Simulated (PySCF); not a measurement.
Dipole moment and polarisability of `F[SiH2][SiH3]`

Compound: FH5Si2.
Numbering: `[F:1][SiH2:2][SiH3:3]` (hydrogens: H4, H5 on Si2; H6, H7, H8 on Si3)

Geometry (PBE0-D3(BJ)/def2-SVP, Å), atoms numbered from 1 in this order:
```
atom  x, y, z in Å
F1     1.8748    0.2089    1.3190
Si2    1.2134   -0.0082   -0.1580
Si3   -1.1162    0.1077    0.0536
H4     1.6506   -1.3397   -0.6728
H5     1.7343    1.0600   -1.0617
H6    -1.5207    1.4450    0.5828
H7    -1.6030   -0.9576    0.9811
H8    -1.7359   -0.0941   -1.2934
```

Level: CAM-B3LYP/def2-SVPD (PySCF), static field, nuclei fixed, core orbitals frozen in the response. The polarisability tensor in these axes (au):

```
x   68.05 -0.96 -2.93
y   -0.96 54.10 -0.08
z   -2.93 -0.08 52.94
```

**Question.** Diagonalise the tensor; give its mean and Δα, where Δα² is half the sum of the squared differences of the eigenvalues.

**Answer.** Principal values 52.35, 54.08 and 68.65 au; mean 58.36 au = 8.65 Å³ = 9.62 × 10⁻⁴⁰ C²·m²/J; Δα = 15.51 au (27 % of the mean).

**Question.** What is the dipole moment, and where does it point?

**Answer.** (-0.81, -0.18, -1.30) D, 1.54 D in size, pointing from the negative to the positive side. Measured along this direction, the outermost atoms are F1 at the negative end and H8 at the positive end.

**Question.** What molar refraction does this α imply?

**Answer.** Lorentz–Lorenz: R = (4π/3)N_A α = 2.5225 cm³/(mol·Å³) × 8.65 Å³ = 21.8 cm³/mol, in the limit of long wavelengths.

**Question.** What depolarisation ratio follows for Rayleigh scattering of linearly polarised light, taking the static tensor?

**Answer.** ρ = 3Δα²/(45ᾱ² + 4Δα²) = 721.8/(153273 + 962.4) = 0.00468.

**Question.** Refractivity n − 1 of an ideal gas of it at 500 K and 1 atm, from the electronic α?

**Answer.** N = p/kT = 1.4678 × 10¹⁹ cm⁻³, so n − 1 = 2π × N × 8.65 × 10⁻²⁴ cm³ = 798 × 10⁻⁶ at long wavelengths, for an ideal gas.

**Question.** Find the Langevin capture rate constant for H3+ (3.023 u) meeting this molecule (79.991 u), k = 2.342 × 10⁻⁹ cm³/s × √(α in Å³ / reduced mass in u).

**Answer.** The reduced mass is 2.91 u, so k = 4.04 × 10⁻⁹ cm³/s. The formula leaves out the permanent dipole, which adds to the capture rate.

Geometry: PBE0-D3(BJ)/def2-SVP; no solvent, vibrations or thermal averaging.
